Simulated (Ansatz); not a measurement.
A made-up structure of CHOS (charge +1), singlet:

```
4
angstrom
O -1.8969 -0.2709 1.2557
C 0.7710 0.6392 -0.5581
S -0.5225 0.1430 0.3263
H 1.0848 -0.3669 -0.6711
```

It is relaxed with PBE-D4/def2-SVP and then PBE0-D4/def2-TZVP (Ansatz 0.2.0). Atoms count as bonded within 1.22 times the sum of their covalent radii (H–H: 0.88 Å). The end point is not checked to be a true minimum.

Question: Does its bonding change? (Judge from chemistry; the calculation decides.)

Answer: Computed: No: no bond forms or breaks.

Where it ends: The first stage lowers the energy by 2.17 eV in 12 steps. It ends as CHOS ([CH][S][O]), total charge +1:
```
4
angstrom
O -1.8199 0.1459 1.1682
C 0.5082 0.2748 -0.3547
S -0.6551 -0.2706 0.4496
H 1.4032 -0.0057 -0.9103
```

Labels in which every atom is bracketed show which atoms are joined, not bond orders.

For scale, one of the runs: PBE0-D4/def2-TZVP relaxation, 105 basis functions, launched by `ansatz run in.yaml --threads 2 --pin off --events-out ev --progress --plain --max-ram 4352MiB`. Hardware: 2 CPU threads of an Arm Neoverse V2, shared host. Wall time about 10 s.
